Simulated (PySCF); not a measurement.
Species: C₄H₅NO.
Atom-mapped SMILES: `[CH3:1][c:2]1[cH:3][n:4][cH:5][o:6]1` (hydrogens: H7, H8, H9 on C1; H10 on C3; H11 on C5)

Method: PySCF, CAM-B3LYP/def2-SVP geometry optimisation, gas phase; density fitting, grid level 1; the optimiser is geomeTRIC in internal coordinates, started from a GFN2-xTB structure.

Step 0: E = -7756.5093 eV
```
atom  x, y, z in Å  |  force x, y, z in eV/Å
C1     -1.7591   -0.1599    0.1012    0.579  -0.198   0.048
C2     -0.2876   -0.0163   -0.0117   -0.185   0.449  -0.145
C3      0.5246    1.0053   -0.4010   -0.205  -0.714   0.251
N4      1.8261    0.5965   -0.3150    0.566  -0.277   0.072
C5      1.7617   -0.6187    0.1100    0.012   0.728  -0.253
O6      0.5155   -1.0620    0.3173   -0.221  -0.048   0.022
H7     -2.0402   -0.3910    1.1278   -0.197  -0.062   0.363
H8     -2.1111   -0.9718   -0.5339   -0.222  -0.269  -0.229
H9     -2.2389    0.7657   -0.2019   -0.202   0.319  -0.102
H10     0.2710    1.9901   -0.7327   -0.305   0.629  -0.204
H11     2.5874   -1.2736    0.3022    0.381  -0.559   0.178
```

Step 1: E = -7756.5459 eV
```
atom  x, y, z in Å  |  force x, y, z in eV/Å
C1     -1.7521   -0.1678    0.1043   -0.100   0.073  -0.025
C2     -0.2876    0.0095   -0.0199    0.087  -0.176   0.054
C3      0.5356    1.0151   -0.4077   -0.031   0.192  -0.056
N4      1.8507    0.5976   -0.3183   -0.001   0.074  -0.027
C5      1.7717   -0.6103    0.1081   -0.022  -0.191   0.059
O6      0.5123   -1.0438    0.3136    0.019   0.047  -0.013
H7     -2.0416   -0.4076    1.1396    0.020   0.007  -0.015
H8     -2.1129   -0.9846   -0.5407    0.017   0.015   0.010
H9     -2.2635    0.7586   -0.1924    0.005  -0.043   0.015
H10     0.2628    2.0155   -0.7446    0.037  -0.069   0.019
H11     2.5741   -1.3181    0.3201   -0.031   0.070  -0.020
```

Question: Estimate the geometry and energy of step 2. (The exact step hangs on the optimiser's Hessian estimate; all steps are aligned on step 1, rigid shifts and turns removed.)

Answer: E = -7756.5462 eV, largest force 0.133 eV/Å
```
atom  x, y, z in Å  |  force x, y, z in eV/Å
C1     -1.7520   -0.1650    0.1030   -0.014  -0.028   0.012
C2     -0.2844    0.0020   -0.0172   -0.068   0.010   0.002
C3      0.5313    1.0152   -0.4068    0.051  -0.118   0.037
N4      1.8464    0.5969   -0.3183    0.055   0.031  -0.013
C5      1.7722   -0.6128    0.1082    0.003   0.002   0.003
O6      0.5157   -1.0501    0.3163   -0.045   0.108  -0.042
H7     -2.0423   -0.4031    1.1378   -0.004  -0.003   0.002
H8     -2.1140   -0.9805   -0.5419   -0.004  -0.003   0.003
H9     -2.2597    0.7617   -0.1941    0.013  -0.002   0.001
H10     0.2572    2.0131   -0.7432    0.007  -0.007   0.000
H11     2.5790   -1.3131    0.3184    0.007   0.010  -0.005
```

The energy changes by -0.0004 eV. The first-order estimate −F·Δx gives -0.0024 eV and the mean of the old and new forces, exact on a quadratic surface, -0.0004 eV. The step makes an angle of 71° with the force vector and moves no atom by more than 0.009 Å.

What follows is the cost of the whole optimisation. The run took 16 s wall on Intel Xeon 6975P-C, one thread, shared host with 192 logical CPUs at a one-minute load of 82, and the process peaked at 0.51 GiB of memory.
